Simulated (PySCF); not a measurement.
A simulated first-order isotropic EPR spectrum at 9.582 GHz has these lines.

Lines, field (mT) (relative intensity): 337.88 (1), 338.89 (2), 338.93 (2), 339.90 (1), 339.94 (4), 339.99 (1), 340.96 (2), 341.00 (2), 341.55 (1), 342.01 (1), 342.56 (2), 342.61 (2), 343.58 (1), 343.62 (4), 343.66 (1), 344.63 (2), 344.67 (2), 345.68 (1)

Problem. What is g?

Solution. The pattern is symmetric about 341.78 mT, so g = hν/(μB·B0) = 9582/(13.99624 × 341.78) = 2.0031, a shift of +0.8 × 10⁻³ from the free-electron value.

Problem. Which couplings and how many nuclei make this pattern?

Solution. The first two lines at either end are about 1.01 mT apart, which is the smallest coupling, and their intensity ratio 1:2 counts the nuclei that share it. In full: a 1:1 doublet of 3.67 mT (103 MHz), from 1 nucleus of spin 1/2; a 1:2:1 triplet of 1.05 mT (30 MHz), from 2 nuclei of spin 1/2; a 1:2:1 triplet of 1.01 mT (28 MHz), from 2 nuclei of spin 1/2. Check: Σ 2nI·a is the distance from the first to the last line, 7.81 mT.

Problem. The radical has the formula C5H4F. Propose a structure, and say which nuclei carry the couplings.

Solution. The pattern alone needn't single out one isomer; the structure behind this simulation is `[CH2]C1=C(F)C1=C` [radical], numbered [CH2:1][C:2]1=[C:3]([F:4])[C:5]1=[CH2:6] (hydrogens: H7, H8 on C1; H9, H10 on C6). 3.67 mT: 19F at F4 (1 bond from C3; computed sign +); 1.05 mT: 1H at H7/H9 (1 bond from C1; computed sign −); 1.01 mT: 1H at H8/H10 (1 bond from C1; computed sign −). Largest spin populations (Mulliken): C1 (+0.48), C6 (+0.48), C3 (+0.45) and C5 (-0.18). Three atoms exceed +0.15. The positive populations add up to 1.43 and the negative ones to -0.43, together 2S = 1. Main spin sites, with 60 % or more of the largest population: C1, C3, C6; positions count bonds from the nearest.

The calculation used PySCF, UKS B3LYP, pcH-1 on C F H, non-relativistic, mean-field spin-orbit, GIAO. Geometry: GFN2-xTB, one conformer, isolated molecule. A GFN2-xTB geometry isn't a minimum of the functional, and hyperfine couplings can be far from their values at a DFT geometry. No stability test was run, so a lower SCF solution isn't excluded. ⟨S²⟩ is 0.776 where a pure state has 0.75.

H7 and H8 aren't averaged: C1 is flat or nearly so (angle sum 360°), and its turn about the short C1–C2 bond (1.33 Å) is taken as slow.

Rare isotopes and splittings under 0.04 mT were left out of the simulation.
